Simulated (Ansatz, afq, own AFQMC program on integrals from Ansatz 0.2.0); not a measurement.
Where AFQMC and coupled cluster stand for BH₄, doublet

```yaml
atoms:
  - { symbol: B, position_ang: [-0.1762, 0.0000, 0.0000] }
  - { symbol: H, position_ang: [-0.7729, 1.0336, 0.0000] }
  - { symbol: H, position_ang: [-0.7729, -1.0336, 0.0000] }
  - { symbol: H, position_ang: [1.1628, 0.0000, 0.0000] }
  - { symbol: H, position_ang: [2.2728, 0.0000, 0.0000] }
```

Basis cc-pVTZ. Only valence electrons are correlated. Integrals, coupled cluster, full CI and functionals: Ansatz 0.2.0; the random walks run on the same integrals in our own AFQMC program. The CISD trial takes its coefficients from CCSD amplitudes. Released means that phaseless walkers are propagated on without the constraint, phases kept. Uncertainties: one standard error, sampling alone.

Determinant: UHF, the one that the program's search chose, which needn't be the lowest solution. The geometry is a point of a scan.

No full CI on the walks' own integrals is used here; CCSDT(Q) serves as the reference and is uncertain by about the last step of the cluster series.

- T1 diagnostic: 0.0129
- weight of the determinant in the CISD state: 0.929
- ⟨S²⟩ of the determinant: 0.770
- size of the correlated space: 7 electrons in 85 orbitals

Reference: CCSDT(Q), correlation energy -4.102 eV. The released energy is read at 2.40 1/Eh (meV from the phaseless value at times in 1/Eh: -2.9 ± 1.7 at 0.24, -4.0 ± 1.3 at 0.51, -5.1 ± 1.1 at 0.99, -4.8 ± 1.2 at 1.62, -6.7 ± 2.1 at 2.40).

```
         level  E − E(reference) (meV)  share of correlation (%)
            HF                  4102.4                      0.00
           MP2                   799.7                     80.51
          CCSD                   104.4                     97.46
       CCSD(T)                    17.8                     99.57
         CCSDT                     1.9                     99.95
 ph-AFQMC/CISD               5.5 ± 1.5                     99.87
released AFQMC              -1.3 ± 2.1                    100.03
```

A walk keeps the symmetry of its determinant, which the program's search chose and which needn't be the lowest solution, so a lower state of the same spin and another symmetry isn't excluded. Released energies are given only where the last usable release times agree within the noise; a slower fall can still hide under it.
